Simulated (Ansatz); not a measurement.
# SF+ (triplet): wave-function methods side by side at distance F1–S2 = 4.024 Å, 6-31G

An exercise on one series of results from a longer session: the logs are not shown, and one member is left open.

The runs use Ansatz 0.2.0, Gaussian basis; 6-31G, core rule «outside noble gas», up to 6 orbitals frozen.

To be run: UHF; CCSD(T) on UHF; BCCD(T) on ROHF; CISD as a restricted active space (open shells left free, so some higher excitations enter); CCSDT(Q) on UHF; CISDTQ; CCSDTQ on UHF; CASSCF and MRCISD+Q, 4 electrons in 4 orbitals; CASSCF and NEVPT2, 4 electrons in 4 orbitals; CASSCF and MRCISD+Q, 12 electrons in 8 orbitals; CASSCF and NEVPT2, 12 electrons in 8 orbitals; Full CI.

23 further runs of the same task are left out: 7 for a known fault of the program, 11 that didn't finish, 5 set aside as unsound or not needed. Runs told in other sessions of the task aren't counted.

## The geometry

The geometry derives from a PBE0/def2-TZVP stationary point (not a proven minimum). One bond is set to the value named and the two fragments are kept rigid.

2 atoms, charge 1, spin multiplicity 3.

Atoms are counted from 1 here; the program's logs count them from 0.

No contacts short enough for the rule that draws bonds.

Set-up of the first run:

Input file in.yaml:

```yaml
crystal:
  periodic: [false, false, false]
  atoms:
    - {symbol: F, position_ang: [0.000000, 0.000000, 0.000000]}
    - {symbol: S, position_ang: [0.000000, 0.000000, 4.024000]}
basis:
  gaussian: {orbitals: 6-31G}
total_charge: 1
magnetization: {spin_polarized: true, initial_magnetization: 2}
hamiltonian: {xc: hf}
output: {orbitals: {seedname: orbitals}}
```

Launch:

```bash
$ ansatz run in.yaml --threads 1 --pin off --events-out ev --progress --plain --max-ram 2393MiB
```

Among the steps run: UHF; CCSD(T) on UHF; BCCD(T) on ROHF; CISD as a restricted active space (open shells left free, so some higher excitations enter); CCSDT(Q) on UHF; CISDTQ; CCSDTQ on UHF; CASSCF and MRCISD+Q, 4 electrons in 4 orbitals; CASSCF and NEVPT2, 4 electrons in 4 orbitals; CASSCF and MRCISD+Q, 12 electrons in 8 orbitals; CASSCF and NEVPT2, 12 electrons in 8 orbitals; Full CI.

One table of the session follows, with a row left open; its other results are not shown here.

```
          method  from FCI (kcal/mol)
             UHF               +60.54
            UMP2                +5.78
           UCCSD                +0.36
        UCCSD(T)                +0.02
         BCCD(T)                +0.04
          UCCSDT                -0.03
       UCCSDT(Q)                -0.07
         UCCSDTQ                -0.07
     CASSCF pair               +61.19
     NEVPT2 pair                    ?
     MRCISD pair                +1.88
   MRCISD+Q pair                +0.35
  CASSCF valence               +61.19
  NEVPT2 valence               +14.54
  MRCISD valence                +1.88
MRCISD+Q valence                +0.35
             FCI                    0
```

Q: Estimate the row for NEVPT2 pair from the others.

**Answer.** from FCI (kcal/mol): +6.36. In the column «from FCI (kcal/mol)» it lies between UMP2 (+5.78) and NEVPT2 valence (+14.54).

Not comparable, so not listed: CISD as a restricted active space (open shells left free, so some higher excitations enter); CISDTQ (they don't share determinant, frozen orbitals or solution with the rows shown, or repeat one).

Limits of these values: The determinant of CCSDT(Q) (⟨S²⟩ 3.00) is far from a pure spin state, so its energy mixes those of several spin states; high orders of coupled cluster remove much of that, low ones don't. The determinant of CCSDTQ (⟨S²⟩ 3.00) is far from a pure spin state, so its energy mixes those of several spin states; high orders of coupled cluster remove much of that, low ones don't. The program flags BCCD(T) as in doubt, so those rows may rest on another solution. UCCSDT(Q), UCCSDTQ fall below full CI: unrestricted runs freeze a spin-polarised core, another one than full CI's, and coupled cluster isn't variational. Levels on UHF freeze UHF's core orbitals, full CI those of ROHF, so the U rows can settle a little off it for that reason alone.
